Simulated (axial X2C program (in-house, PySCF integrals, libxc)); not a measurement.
Testing model relations on O₂

A bond curve at the CCSD(T) level, two-component, was computed with an in-house relativistic program for diatomic molecules (basis O dyall-av3z [7s6p3d2f] (cores contracted in-house)) for the state Ω = 1 (⟨Sz⟩ = 1.00, ⟨Lz⟩ = 0.00 at HF). Its fit gives Re = 1.2118 Å, ωe = 1578.2 cm⁻¹, ωexe = 11 cm⁻¹ and αe = 1.521e-02 cm⁻¹; the masses are 15.9949 and 15.9949 u. Two-component means X2C with spin–orbit coupling and atomic mean-field Coulomb and Gaunt terms.

Correlated methods: 12 electrons correlated (number of frozen shells: O 1 s), 196 virtual spin orbitals or spinors in MP2, 90 natural virtuals in coupled cluster.

(1) Find the reduced mass, Be and the force constant.

(2) Estimate De from a Morse curve and compare with the computed well depth of 4.953 eV to O + O.

(3) A Morse curve ties αe to the other constants (Pekeris). How well does that hold?

(4) Estimate the centrifugal constant by the Kratzer relation.

(5) Where do the fundamental and the first overtone lie?

Occupations by symmetry block were frozen at the best pattern of an incomplete PBE0 search. De is counted from the lowest determinant-based energies of the atoms at the same level, without counterpoise correction. Coupled cluster ran in a truncated set of natural virtual spinors; the MP2 energy of the rest was added. (T) has no such correction and the atoms are truncated less, which lowers De at CCSD(T) by a hundredth of an eV or more. With several unpaired electrons one determinant need not be a pure state. Open-shell Ω = 0 determinants with evenly filled partner blocks cannot be reached by this program, so the Ω shown need not be the lowest component. This is the Ω = 1 component of a π² triplet; the 0⁺ component is not one determinant and can lie lowest.

Answers

(1) From the CCSD(T) values: μ = 7.9974 u. Be = 16.8576/(μ Re²) = 1.435 cm⁻¹. k = 5.8918×10⁻⁷ μ ωe² = 11.7 mdyn/Å.

(2) De(Morse) = ωe²/(4ωexe) = 7.018 eV against 4.953 eV computed, a ratio of 1.42. The extrapolation overshoots: the well softens faster than a Morse curve, or the lowest atomic limit lies below the one to which the curve heads.

(3) αe(Morse) = 6Be²/ωe × (√(ωexe/Be) − 1) = 1.385e-02 cm⁻¹; the CCSD(T) curve gives 1.521e-02 cm⁻¹, a ratio of 0.91.

(4) D = 4Be³/ωe² = 4.75e-06 cm⁻¹.

(5) ν(1←0) = ωe − 2ωexe = 1556.2 cm⁻¹; ν(2←0) = 2ωe − 6ωexe = 3090.4 cm⁻¹.
